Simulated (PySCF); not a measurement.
C₅H₇S (doublet state).
Z-matrix (Å and degrees, GFN2-xTB geometry), rows numbered from 1:
```
C 
C   1  1.4629
C   2  1.4974  1  116.94
S   3  1.6437  2  121.91  1     1.26
C   3  1.4412  2  119.37  1  -179.02
C   5  1.3350  3  126.82  2    -0.37
H   1  1.0727  2  119.55  3   179.53
H   1  1.0718  2  120.83  3    -0.91
H   2  1.1008  1  109.50  3  -123.39
H   2  1.1014  1  109.36  3   122.74
H   5  1.0824  3  114.01  2   179.66
H   6  1.0761  5  120.82  3  -179.99
H   6  1.0770  5  123.20  3    -0.10
```

The hyperfine couplings belong to this conformer and change with its torsions.

The species is `[CH2]CC(=S)C=C` [radical].

Computed with PySCF 2.14.0, UKS B3LYP, pcH-1 on C H S, non-relativistic, mean-field spin-orbit, GIAO. One conformer (not necessarily the lowest) at the GFN2-xTB geometry, without solvent, vibrations or thermal averaging. A GFN2-xTB geometry isn't a minimum of the functional, and hyperfine couplings can be far from their values at a DFT geometry. Stability of the SCF solution: not tested.

Principal values of hyperfine tensors in MHz (contact, dipolar and spin–orbit terms together), for some of the nuclei:

```tsv
atom	isotope	A1	A2	A3
H10	1H	92.99	95.08	108.13
H9	1H	89.17	91.13	104.27
C1	13C	5.00	5.63	249.09
H8	1H	-106.12	-66.58	-27.49
H7	1H	-102.39	-63.48	-23.63
C2	13C	-37.40	-34.39	-32.28
C3	13C	1.16	3.65	8.03
C6	13C	-0.12	0.65	7.36
```

Problem. Split each tensor into its isotropic and traceless parts, and turn a_iso into mT with g = 2.0020.

Solution. a_iso = (A1 + A2 + A3)/3, Ti = Ai − a_iso; 1 mT corresponds to 28.021 MHz. The tensors hold a spin–orbit part: the run splits a_iso into a_FC + a_SO, and T includes its anisotropic share.

```csv
atom,a_iso (MHz),a_FC,a_SO,a_iso (mT),T1,T2,T3
H10,98.73,98.73,0.00,3.524,-5.74,-3.66,9.40
H9,94.85,94.85,0.00,3.385,-5.69,-3.73,9.41
C1,86.58,86.68,-0.11,3.090,-81.57,-80.94,162.52
H8,-66.73,-66.73,0.00,-2.381,-39.40,0.15,39.24
H7,-63.17,-63.18,0.01,-2.254,-39.23,-0.31,39.54
C2,-34.69,-34.69,0.00,-1.238,-2.71,0.30,2.41
C3,4.28,4.29,-0.01,0.153,-3.12,-0.63,3.75
C6,2.63,2.63,-0.01,0.094,-2.75,-1.98,4.73
```

Problem. What spin density at the nucleus of H9 lies behind its contact coupling (g_N = 5.58569)?

Solution. a_FC = 800.24 MHz bohr³ × g_N × ρ(0)/(2S). With a_FC = 94.85 MHz and 2S = 1, ρ(0) = 0.02122 bohr⁻³. In magnitude that is 6.7 % of the 1/π = 0.318 of a free hydrogen atom.

Problem. C5 (13C, g_N = 1.40482) isn't in the table. Its spin density at the nucleus is -0.002887 bohr⁻³. What is its contact coupling?

Solution. By the same relation, a_FC = -3.25 MHz. Its full tensor has the principal values -5.36, -2.53, -1.82 MHz.

Problem. Which nucleus of the table has the largest anisotropic coupling, and what is its form?

Solution. C1: -81.6, -80.9, 162.5 MHz (the dipolar term alone has -81.6, -80.8, 162.4), axial, in the ratio −1:−1:+2, the form that spin in one p orbital centred on that nucleus gives.

Problem. What first-order splitting does C1 cause when the field lies along A1, A2 or A3 of its tensor (g taken as isotropic, no quadrupole term)?

Solution. 2 lines (I = 1/2), spaced by |A_i|/(g × 13.996): 0.18, 0.20, 8.89 mT along the axes of A1, A2 and A3.

Time: 48 s of wall time (grids of density and orbitals included); peak memory 0.88 GiB. Hardware: one thread of an Arm Neoverse V1 (shared host).
